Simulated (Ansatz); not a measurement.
How far each method lies from full CI for SiH⁻, singlet

Geometry: a PBE0/def2-TZVPD stationary point for this spin. The triplet lies 0.7 eV lower here.

```xyz
2

Si    0.0000    0.0000    0.0000
H     0.0000    0.0000    1.5576
```

Basis aug-cc-pVDZ; Ansatz 0.2.0. Only valence electrons are correlated (noble-gas cores frozen), which leaves 6 electrons in 31 orbitals. R marks a restricted (for open shells ROHF) determinant, U an unrestricted one. Active spaces: valence = (6e, 5o) chosen from the atoms' valence shells.

Full CI is exact within this basis and frozen core; it isn't the basis-set limit. The frozen core follows each run's orbitals, which can shift R against U totals by a few meV.

The determinant fills πx and πy unequally, so it is a mixture of Σ and Δ, which weighs on every level built on one determinant.

* UHF ⟨S²⟩: 1.037
* T1 diagnostic (RCCSD): 0.0140
* largest doubles amplitude (RCCSD): 0.143

| level | E − E(full CI) (mEh) | share of correlation (%) | wall time |
| --- | --- | --- | --- |
| RHF | 134.51 | 0.00 | – |
| UHF† | 96.74 | – | – |
| RMP2 | 38.93 | 71.06 | – |
| UMP2† | 16.03 | – | – |
| CISD | 18.85 | 85.98 | 0.51 s |
| RCCSD | 11.20 | 91.67 | – |
| UCCSD*† | -10.54 | – | – |
| RCCSD(T) | 6.11 | 95.46 | 0.48 s |
| UCCSD(T)*† | -15.62 | – | 2 s |
| BCCD(T) | 6.15 | 95.43 | 0.54 s |
| RCCSDT* | 1.20 | 99.11 | – |
| UCCSDT*† | -23.35 | – | – |
| RCCSDT(Q)* | -0.28 | 100.21 | 1.1 s |
| UCCSDT(Q)*† | -25.37 | – | 4.6 s |
| RCCSDTQ* | 0.03 | 99.98 | 17 s |

An asterisk marks runs whose energy the program itself flagged as in doubt. A dagger marks rows that describe another state than the reference (another or a broken symmetry, a higher spin or other natural occupations), so the difference holds a gap between states beside the method's error.

The correlation energy at full CI, counted from RHF, is -3.660 eV. That run took 28 s on 1 thread of Intel Xeon 6975P-C, shared host over 5,065,957 determinants.

Run but not shown, since their state, orbitals or frozen core can't be matched to the reference's or they repeat it: CASSCF (valence space), NEVPT2 (valence space), MRCISD (valence space), MRCISD+Q (valence space), MRCISD+Q(relaxed) (valence space).

Times hold each run's SCF and search for its determinant on a shared host, so for small cases they say little of a method's own cost; they ran on 1 thread of Intel Xeon 6975P-C.

Not variational, and here over 5 meV under the exact energy: RCCSDT(Q).

Unrestricted levels hold only the spin's projection, and here they fall towards a lower state of higher spin.

The full-CI state has the irrep A1 of C2v, in the program's axes (one component, if the state is degenerate).

Natural occupations of full CI about the gap: 1.948 1.907 0.976 0.961 0.041 0.026 0.025 0.024 0.016 0.016; effectively unpaired electrons, Σ n²(2−n)², 2.06. No single determinant describes this state well, so single-reference rows can miss without a flag.
